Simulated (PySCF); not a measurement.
For zinc-blende AlN (metastable phase), PBE (GTH pseudopotentials, Gaussian basis; PySCF) gives:

```
Property                         Result
------------------------------  -------
equilibrium lattice constant a  4.386 Å
bulk modulus                    192 GPa
```

Problem. What does Hartree–Fock in PySCF (GTH pseudopotentials, Gaussian basis) give for the same quantities?

Solution. 
- lattice constant a: 4.339 Å (shrinks by 1.1 %)
- bulk modulus: 230 GPa (goes up by 20 %)

Changes are worked out from the printed values.

Unless a cell is named, each level is at its own relaxed cell (PBE 10.55, Hartree–Fock 10.21 Å³/atom).
